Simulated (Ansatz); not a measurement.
## Hafnium, hcp: convergence with the k-point mesh

Computed with Ansatz, r²SCAN, scalar-relativistic PAW, on the relaxed cell (a = 3.199 Å, c = 5.051 Å (c/a = 1.579); spin not included). Errors count from a run at 500 eV on a Γ-centred 19×19×10 mesh with Fermi-Dirac smearing of 0.1 eV, extrapolated to zero width. Fixed here: cutoff 500 eV, Fermi-Dirac width 0.1 eV. The SCF starts from atomic densities corrected by a trained network.

```csv
k-mesh,E(σ→0) error (meV/atom),P (GPa),SCF iterations
2×2×1,-489.6,-0.12,8
4×4×2,39.9,-0.78,7
6×6×3,22.8,0.50,7
7×7×4,-1.4,-0.04,7
9×9×5,-1.0,-0.13,7
12×12×7,-0.1,-0.07,7
16×16×9,-0.1,-0.07,7
```

Question: What does the run at 3×3×2 give (k-mesh)?

Answer: E(σ→0) error (meV/atom): -41.1; P (GPa): -0.79; SCF iterations: 7.

Within 5 meV/atom of the last row: from 7×7×4 on.
